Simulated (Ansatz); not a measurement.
Ansatz (a first-principles code) input (CCSD(T)/6-31G*):

Ansatz 0.2 input:
```yaml
crystal:
  periodic: [false, false, false]
  atoms:
    - {symbol: O, position_ang: [0.89541029, -0.76995511, -0.01968689]}
    - {symbol: C, position_ang: [-0.45895806, -0.20397243, 0.20135540]}
    - {symbol: O, position_ang: [-0.57728033, 1.03717373, -0.06337258]}
    - {symbol: H, position_ang: [1.37621960, 0.03121290, -0.27699242]}
    - {symbol: H, position_ang: [-1.16751096, -0.94512725, -0.26666413]}
basis:
  gaussian:
    orbitals: 6-31G*
total_charge: -1
magnetization: {spin_polarized: true, initial_magnetization: 1}
correlation: {method: ccsd_t, electrons: outside_noble_gas}
```

End of the output:

```
integrals: 0.02 GiB planned
463 factors; integrals over basis functions are off by at most 1.1e-3 eV
mean field: 0.09 GiB planned
mean field evaluation 1: about -5131.8264 eV, gradient 2.0e1 eV
mean field evaluation 2: about -5131.8314 eV, gradient 2.0e1 eV
mean field evaluation 4: about -5133.7616 eV, gradient 3.0e0 eV
mean field evaluation 8: about -5133.8332 eV, gradient 2.3e-1 eV
mean field evaluation 16: about -5133.8125 eV, gradient 9.8e-1 eV
mean field evaluation 32: about -5128.5554 eV, gradient 1.4e-1 eV
mean field -5133.83434271 eV, -188.6649322569 hartree, gradient 3.3e-6 eV, S^2 0.759673; 0 other end points of the search recorded, 0 dependent functions left out
3 core orbitals not correlated
reference -5133.83434271 eV, -188.6649322569 hartree; 10, 9 occupied and 36, 37 virtual orbitals, 463 factors
second order -13.06220991 eV of doubles, -0.00000000 eV of singles
coupled cluster: 0.14 GiB planned
cycle   1  -13.03854557 eV  change    2.4e-2 eV  update   9.3e-2
cycle   2  -13.37726583 eV  change   -3.4e-1 eV  update   2.7e-2
cycle   3  -13.48035546 eV  change   -1.0e-1 eV  update   1.8e-2
cycle   4  -13.47829732 eV  change    2.1e-3 eV  update   5.9e-3
cycle   5  -13.47547469 eV  change    2.8e-3 eV  update   2.9e-3
cycle   6  -13.47598682 eV  change   -5.1e-4 eV  update   1.1e-3
cycle   7  -13.47578828 eV  change    2.0e-4 eV  update   5.2e-4
cycle   8  -13.47589889 eV  change   -1.1e-4 eV  update   2.4e-4
cycle   9  -13.47599207 eV  change   -9.3e-5 eV  update   9.6e-5
cycle  10  -13.47594521 eV  change    4.7e-5 eV  update   3.9e-5
cycle  11  -13.47597160 eV  change   -2.6e-5 eV  update   1.7e-5
cycle  12  -13.47597060 eV  change    1.0e-6 eV  update   7.1e-6
perturbative correction -0.33964376 eV, -0.0124816780 hartree
Total energy: -5147.64995707 eV, -189.1726467200 hartree
```
